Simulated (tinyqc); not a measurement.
Inside a calculation. Method: FCI on RHF in the sto-6g basis, frozen core, for OH-, spin multiplicity 1. The basis has no diffuse functions, so it cannot describe the extra electron: this is an exercise in the method, not the real anion. Computed by tinyqc, a small Python program that keeps every step (integrals from PySCF). Settings: charge = -1, multiplicity = 1, basis = sto-6g, method = RHF, frozen orbitals = 1, energy threshold = 1e-10, iteration cap = 72, orthogonalisation = symmetric, start = core, DIIS depth = 6, ci = FCI. Command: `OMP_NUM_THREADS=1 python tinyqc.py 26899 26900 out.jsonl` (the two numbers bound the seeds that draw the settings). One thread of a shared host (Intel(R) Xeon(R) Processor @ 2.60GHz), about 0.2 s of CPU time with the checks. The early iterations of the SCF are left out here.

## One-electron integrals

Geometry (angstrom):
```
atom        x        y        z
O     0.00000  0.00000  0.00000
H     0.00000  0.00000  1.34700
```

Basis sto-6g: exponents (1/bohr^2) and contraction coefficients of normalised primitives:
```
element  l (shell)    exponent  coefficient
O            s (1)  1355.58423      0.00916
O            s (1)   248.54489      0.04936
O            s (1)    69.53390      0.16854
O            s (1)    23.88677      0.37056
O            s (1)     9.27593      0.41649
O            s (1)     3.82034      0.13033
O            s (2)    52.18776     -0.01325
O            s (2)    10.32932     -0.04699
O            s (2)     3.21034     -0.03379
O            s (2)     1.23514      0.25024
O            s (2)     0.53642      0.59512
O            s (2)     0.24588      0.24071
O            p (3)    52.18776      0.00376
O            p (3)    10.32932      0.03768
O            p (3)     3.21034      0.17390
O            p (3)     1.23514      0.41804
O            p (3)     0.53642      0.42586
O            p (3)     0.24588      0.10171
H            s (1)    35.52322      0.00916
H            s (1)     6.51314      0.04936
H            s (1)     1.82214      0.16854
H            s (1)     0.62596      0.37056
H            s (1)     0.24308      0.41649
H            s (1)     0.10011      0.13033
```

Overlap, kinetic and nuclear-attraction integrals over the contracted functions; the nuclear repulsion is the sum of Za Zb / Rab.

nuclear repulsion = 3.1428491 hartree

overlap S, order 1O 1s, 1O 2s, 1O 2px, 1O 2py, 1O 2pz, 2H 1s:
$$\begin{pmatrix}
1.00000 & 0.23114 & 0.00000 & 0.00000 & 0.00000 & 0.02253 \\
0.23114 & 1.00000 & 0.00000 & 0.00000 & 0.00000 & 0.26245 \\
0.00000 & 0.00000 & 1.00000 & 0.00000 & 0.00000 & 0.00000 \\
0.00000 & 0.00000 & 0.00000 & 1.00000 & 0.00000 & 0.00000 \\
0.00000 & 0.00000 & 0.00000 & 0.00000 & 1.00000 & 0.24791 \\
0.02253 & 0.26245 & 0.00000 & 0.00000 & 0.24791 & 1.00000
\end{pmatrix}$$

kinetic energy T (hartree), order 1O 1s, 1O 2s, 1O 2px, 1O 2py, 1O 2pz, 2H 1s:
$$\begin{pmatrix}
29.32720 & -0.89602 & 0.00000 & 0.00000 & 0.00000 & -0.00611 \\
-0.89602 & 0.84262 & 0.00000 & 0.00000 & 0.00000 & 0.01109 \\
0.00000 & 0.00000 & 2.53131 & 0.00000 & 0.00000 & 0.00000 \\
0.00000 & 0.00000 & 0.00000 & 2.53131 & 0.00000 & 0.00000 \\
0.00000 & 0.00000 & 0.00000 & 0.00000 & 2.53131 & 0.07599 \\
-0.00611 & 0.01109 & 0.00000 & 0.00000 & 0.07599 & 0.76852
\end{pmatrix}$$

nuclear attraction V (hartree), order 1O 1s, 1O 2s, 1O 2px, 1O 2py, 1O 2pz, 2H 1s:
$$\begin{pmatrix}
-61.65117 & -6.24209 & 0.00000 & 0.00000 & -0.00829 & -0.69444 \\
-6.24209 & -9.39276 & 0.00000 & 0.00000 & -0.09824 & -1.75983 \\
0.00000 & 0.00000 & -9.37486 & 0.00000 & 0.00000 & 0.00000 \\
0.00000 & 0.00000 & 0.00000 & -9.37486 & 0.00000 & 0.00000 \\
-0.00829 & -0.09824 & 0.00000 & 0.00000 & -9.42738 & -1.46567 \\
-0.69444 & -1.75983 & 0.00000 & 0.00000 & -1.46567 & -4.35871
\end{pmatrix}$$

core Hamiltonian H = T + V (hartree), order 1O 1s, 1O 2s, 1O 2px, 1O 2py, 1O 2pz, 2H 1s:
$$\begin{pmatrix}
-32.32397 & -7.13811 & 0.00000 & 0.00000 & -0.00829 & -0.70055 \\
-7.13811 & -8.55014 & 0.00000 & 0.00000 & -0.09824 & -1.74874 \\
0.00000 & 0.00000 & -6.84355 & 0.00000 & 0.00000 & 0.00000 \\
0.00000 & 0.00000 & 0.00000 & -6.84355 & 0.00000 & 0.00000 \\
-0.00829 & -0.09824 & 0.00000 & 0.00000 & -6.89607 & -1.38968 \\
-0.70055 & -1.74874 & 0.00000 & 0.00000 & -1.38968 & -3.59019
\end{pmatrix}$$

## Two-electron integrals

Functions are numbered as in S; the eight-fold symmetry (ij|kl) = (ji|kl) = (kl|ij) leaves the list below.

Two-electron integrals (ij|kl) in chemists' order, unique and non-zero (hartree):
```
(11|11) 4.78749   (21|11) 0.67588   (21|21) 0.12150   (22|11) 1.11738
(22|21) 0.24921   (22|22) 0.81738   (31|31) 0.02576   (32|31) 0.03914
(32|32) 0.18066   (33|11) 1.11738   (33|21) 0.24921   (33|22) 0.81738
(33|33) 0.88066   (41|41) 0.02576   (42|41) 0.03914   (42|42) 0.18066
(43|43) 0.04746   (44|11) 1.11738   (44|21) 0.24921   (44|22) 0.81738
(44|33) 0.78574   (44|44) 0.88066   (51|51) 0.02576   (52|51) 0.03914
(52|52) 0.18066   (53|53) 0.04746   (54|54) 0.04746   (55|11) 1.11738
(55|21) 0.24921   (55|22) 0.81738   (55|33) 0.78574   (55|44) 0.78574
(55|55) 0.88066   (61|11) 0.06992   (61|21) 0.01207   (61|22) 0.02426
(61|33) 0.02421   (61|44) 0.02421   (61|51) 0.00059   (61|52) 0.00117
(61|55) 0.02436   (61|61) 0.00122   (62|11) 0.19763   (62|21) 0.04483
(62|22) 0.16642   (62|33) 0.16352   (62|44) 0.16352   (62|51) 0.00360
(62|52) 0.02829   (62|55) 0.17221   (62|61) 0.00449   (62|62) 0.04530
(63|31) 0.00460   (63|32) 0.02709   (63|53) 0.00563   (63|63) 0.00585
(64|41) 0.00460   (64|42) 0.02709   (64|54) 0.00563   (64|64) 0.00585
(65|11) 0.15620   (65|21) 0.03589   (65|22) 0.14186   (65|33) 0.13586
(65|44) 0.13586   (65|51) 0.00700   (65|52) 0.04891   (65|55) 0.15385
(65|61) 0.00373   (65|62) 0.04688   (65|65) 0.05366   (66|11) 0.38977
(66|21) 0.09000   (66|22) 0.38399   (66|33) 0.37092   (66|44) 0.37092
(66|51) 0.00782   (66|52) 0.08715   (66|55) 0.41012   (66|61) 0.00906
(66|62) 0.14358   (66|65) 0.16859   (66|66) 0.77500
```

## Orthogonalisation

S = U s U^T; symmetric (Loewdin) form X = U s^(-1/2) U^T, so that X^T S X = 1.

eigenvalues of S: [0.60457, 0.84863, 1.00000, 1.00000, 1.13237, 1.41444]

X, order 1O 1s, 1O 2s, 1O 2px, 1O 2py, 1O 2pz, 2H 1s:
$$\begin{pmatrix}
1.02128 & -0.12294 & 0.00000 & 0.00000 & -0.00307 & 0.01350 \\
-0.12294 & 1.05085 & 0.00000 & 0.00000 & 0.02767 & -0.14612 \\
0.00000 & 0.00000 & 1.00000 & 0.00000 & 0.00000 & 0.00000 \\
0.00000 & 0.00000 & 0.00000 & 1.00000 & 0.00000 & 0.00000 \\
-0.00307 & 0.02767 & 0.00000 & 0.00000 & 1.02553 & -0.13533 \\
0.01350 & -0.14612 & 0.00000 & 0.00000 & -0.13533 & 1.05455
\end{pmatrix}$$

## Iteration 8 (converged): orbitals

converged F (hartree), order 1O 1s, 1O 2s, 1O 2px, 1O 2py, 1O 2pz, 2H 1s:
$$\begin{pmatrix}
-19.79273 & -4.80539 & 0.00000 & 0.00000 & -0.01284 & -0.47393 \\
-4.80539 & -1.72264 & 0.00000 & 0.00000 & 0.02350 & -0.37642 \\
0.00000 & 0.00000 & 0.16044 & 0.00000 & 0.00000 & 0.00000 \\
0.00000 & 0.00000 & 0.00000 & 0.16044 & 0.00000 & 0.00000 \\
-0.01284 & 0.02350 & 0.00000 & 0.00000 & 0.54897 & -0.23982 \\
-0.47393 & -0.37642 & 0.00000 & 0.00000 & -0.23982 & 0.10982
\end{pmatrix}$$

Diagonalise F' = X^T F X, C = X C', fill 5 alpha and 5 beta electrons from the bottom; D = 2 C_occ C_occ^T. Each column has its largest component positive (the first on a tie).

F' = X^T F X (hartree):
$$\begin{pmatrix}
-19.47500 & -2.46377 & 0.00000 & 0.00000 & -0.03242 & -0.03455 \\
-2.46377 & -0.85508 & 0.00000 & 0.00000 & 0.10278 & -0.25431 \\
0.00000 & 0.00000 & 0.16044 & 0.00000 & 0.00000 & 0.00000 \\
0.00000 & 0.00000 & 0.00000 & 0.16044 & 0.00000 & 0.00000 \\
-0.03242 & 0.10278 & 0.00000 & 0.00000 & 0.64909 & -0.37160 \\
-0.03455 & -0.25431 & 0.00000 & 0.00000 & -0.37160 & 0.28269
\end{pmatrix}$$

orbital energies (hartree): MO1 -19.79573, MO2 -0.60381, MO3 0.08669, MO4 0.16044, MO5 0.16044, MO6 0.91455

coefficients C, order 1O 1s, 1O 2s, 1O 2px, 1O 2py, 1O 2pz, 2H 1s:
$$\begin{pmatrix}
0.99691 & -0.24165 & 0.06159 & 0.00000 & 0.00000 & -0.04782 \\
0.01322 & 0.97987 & -0.33322 & 0.00000 & 0.00000 & 0.26488 \\
0.00000 & 0.00000 & 0.00000 & -0.17900 & 0.98385 & 0.00000 \\
0.00000 & 0.00000 & 0.00000 & 0.98385 & 0.17900 & 0.00000 \\
0.00109 & -0.01157 & 0.46708 & 0.00000 & 0.00000 & 0.92331 \\
-0.00206 & 0.14193 & 0.79331 & 0.00000 & 0.00000 & -0.70883
\end{pmatrix}$$

D after iteration 8, order 1O 1s, 1O 2s, 1O 2px, 1O 2py, 1O 2pz, 2H 1s:
$$\begin{pmatrix}
2.11205 & -0.48828 & 0.00000 & 0.00000 & 0.06529 & 0.02503 \\
-0.48828 & 2.14272 & 0.00000 & 0.00000 & -0.33391 & -0.25060 \\
0.00000 & 0.00000 & 2.00000 & 0.00000 & 0.00000 & 0.00000 \\
0.00000 & 0.00000 & 0.00000 & 2.00000 & 0.00000 & 0.00000 \\
0.06529 & -0.33391 & 0.00000 & 0.00000 & 0.43659 & 0.73778 \\
0.02503 & -0.25060 & 0.00000 & 0.00000 & 0.73778 & 1.29896
\end{pmatrix}$$

Within a degenerate level the vectors are fixed only up to a rotation; this is one choice.

## Convergence

Stop when the energy changes by less than 1e-10 hartree and every element of the error matrix X^T (F D S - S D F) X is below 3e-06.

Course of the cycle:
```
iteration  E (hartree)     change  largest element of the error matrix
1          -73.6612795          -                             4.58e-01
2          -74.6674425  -1.01e+00                             2.54e-01
3          -74.7459919  -7.85e-02                             9.01e-02
4          -74.7555560  -9.56e-03                             1.46e-03
5          -74.7555573  -1.32e-06                             7.31e-04
6          -74.7555577  -3.61e-07                             3.37e-05
7          -74.7555577  -7.20e-10                             6.19e-07
8          -74.7555577  -2.98e-13                             3.64e-12
```

PySCF RHF in the same basis = -74.7555577 hartree

Converged in 8 iterations.

## Integrals over molecular orbitals

(pq|rs) = sum C_ip C_jq C_kr C_ls (ij|kl), one index at a time.

one-electron integrals over orbitals h = C^T H C (hartree):
$$\begin{pmatrix}
-32.31141 & 0.62801 & -0.15710 & 0.00000 & 0.00000 & 0.12554 \\
0.62801 & -7.22142 & 0.62799 & 0.00000 & 0.00000 & -0.61311 \\
-0.15710 & 0.62799 & -4.68652 & 0.00000 & 0.00000 & -1.59886 \\
0.00000 & 0.00000 & 0.00000 & -6.84355 & 0.00000 & 0.00000 \\
0.00000 & 0.00000 & 0.00000 & 0.00000 & -6.84355 & 0.00000 \\
0.12554 & -0.61311 & -1.59886 & 0.00000 & 0.00000 & -5.79487
\end{pmatrix}$$

Two-electron integrals over orbitals (pq|rs), unique and non-zero (hartree); the lowest 1 orbital is frozen and left out:
```
(22|22) 0.75714    (32|22) -0.07164   (32|32) 0.09967    (33|22) 0.52538
(33|32) 0.03338    (33|33) 0.61133    (42|42) 0.16376    (43|42) -0.03419
(43|43) 0.02289    (44|22) 0.78299    (44|32) -0.08818   (44|33) 0.50621
(44|44) 0.88066    (52|52) 0.16376    (53|52) -0.03419   (53|53) 0.02289
(54|54) 0.04746    (55|22) 0.78299    (55|32) -0.08818   (55|33) 0.50621
(55|44) 0.78574    (55|55) 0.88066    (62|22) 0.06185    (62|32) 0.06187
(62|33) 0.00450    (62|44) 0.06720    (62|55) 0.06720    (62|62) 0.11555
(63|22) 0.17658    (63|32) -0.09426   (63|33) -0.03931   (63|44) 0.18842
(63|55) 0.18842    (63|62) 0.01162    (63|63) 0.18824    (64|42) 0.02549
(64|43) 0.01640    (64|64) 0.03791    (65|52) 0.02549    (65|53) 0.01640
(65|65) 0.03791    (66|22) 0.67828    (66|32) -0.00608   (66|33) 0.58785
(66|44) 0.67221    (66|55) 0.67221    (66|62) 0.07062    (66|63) 0.09190
(66|66) 0.70343
```

## FCI: determinants and Hamiltonian

one-electron integrals dressed by the frozen orbital, h + 2 (pq|11) - (p1|1q) (hartree), order 2, 3, 4, 5, 6:
$$\begin{pmatrix}
-5.11650 & 0.32260 & 0.00000 & 0.00000 & -0.38291 \\
0.32260 & -3.45480 & 0.00000 & 0.00000 & -0.97287 \\
0.00000 & 0.00000 & -4.63600 & 0.00000 & 0.00000 \\
0.00000 & 0.00000 & 0.00000 & -4.63600 & 0.00000 \\
-0.38291 & -0.97287 & 0.00000 & 0.00000 & -3.92695
\end{pmatrix}$$

energy of the frozen orbital, 2 h_11 + (11|11) = -59.8588820 hartree

Hartree-Fock energy = -74.7555577 hartree

Slater-Condon rules over spin orbitals, with the nuclear repulsion and the energy of the frozen orbital added and E(HF) subtracted on the diagonal. Only determinants linked to the reference directly or through others are kept (one block of an abelian symmetry group), so some states are absent.

Occupation strings over the orbitals (2 doubly, a alpha, b beta, 0 empty; spin orbitals ordered 1a 1b 2a 2b ...): 222220 22a22b 2a222b 22b22a 2b222a 222202 222022 220222 2ab222 2ba222 202222

H - E(HF) between determinants (hartree):
```
          222220    22a22b    2a222b    22b22a    2b222a    222202    222022    220222
222220   0.00000   0.00000   0.00000   0.00000   0.00000   0.03791   0.03791   0.18824
22a22b   0.00000   0.42826   0.01769  -0.18824  -0.01162  -0.01640  -0.01640   0.13122
2a222b   0.00000   0.01769   0.95564  -0.01162  -0.11555  -0.02549  -0.02549   0.09426
22b22a   0.00000  -0.18824  -0.01162   0.42826   0.01769   0.01640   0.01640  -0.13122
2b222a   0.00000  -0.01162  -0.11555   0.01769   0.95564   0.02549   0.02549  -0.09426
222202   0.03791  -0.01640  -0.02549   0.01640   0.02549   0.47927   0.04746   0.02289
222022   0.03791  -0.01640  -0.02549   0.01640   0.02549   0.04746   0.47927   0.02289
220222   0.18824   0.13122   0.09426  -0.13122  -0.09426   0.02289   0.02289   0.99556
2ab222  -0.01162  -0.09426   0.08468   0.06612  -0.06187   0.03419   0.03419  -0.05715
2ba222   0.01162   0.06612  -0.06187  -0.09426   0.08468  -0.03419  -0.03419   0.05715
202222   0.11555  -0.06187   0.00877   0.06187  -0.00877   0.16376   0.16376   0.09967

          2ab222    2ba222    202222
222220  -0.01162   0.01162   0.11555
22a22b  -0.09426   0.06612  -0.06187
2a222b   0.08468  -0.06187   0.00877
22b22a   0.06612  -0.09426   0.06187
2b222a  -0.06187   0.08468  -0.00877
222202   0.03419  -0.03419   0.16376
222022   0.03419  -0.03419   0.16376
220222  -0.05715   0.05715   0.09967
2ab222   1.34657  -0.09967   0.04787
2ba222  -0.09967   1.34657  -0.04787
202222   0.04787  -0.04787   2.01529
```

## FCI: roots

Diagonalise (each vector has its largest component positive (the first on a tie)); all determinants have Ms = 0, so triplets appear too. The lowest singlet root is the correlation energy.

lowest roots of this matrix, relative to E(HF) (hartree): [-0.04291, 0.23915, 0.43181, 0.47274, 0.53025, 0.83891, 0.88858, 1.21557]

lowest vectors, order 222220, 22a22b, 2a222b, 22b22a, 2b222a, 222202, 222022, 220222, 2ab222, 2ba222, 202222:
$$\begin{pmatrix}
0.97946 & 0.00000 & 0.00000 & 0.00465 \\
0.03129 & 0.70678 & 0.00000 & 0.22614 \\
0.01195 & -0.00790 & 0.00000 & 0.08136 \\
-0.03129 & 0.70678 & 0.00000 & -0.22614 \\
-0.01195 & -0.00790 & 0.00000 & -0.08136 \\
-0.04496 & 0.00000 & 0.70711 & 0.64688 \\
-0.04496 & 0.00000 & -0.70711 & 0.64688 \\
-0.18136 & 0.00000 & 0.00000 & -0.18651 \\
0.00615 & 0.01991 & 0.00000 & -0.02608 \\
-0.00615 & 0.01991 & 0.00000 & 0.02608 \\
-0.03756 & 0.00000 & 0.00000 & -0.10681
\end{pmatrix}$$

<S^2> of these roots: [0.00000, 2.00000, 0.00000, 0.00000, 0.00000, 2.00000, 0.00000, 0.00000]

weight of the ground state by excitation level 0, 1, 2, ...: [0.95934, 0.00224, 0.03842]
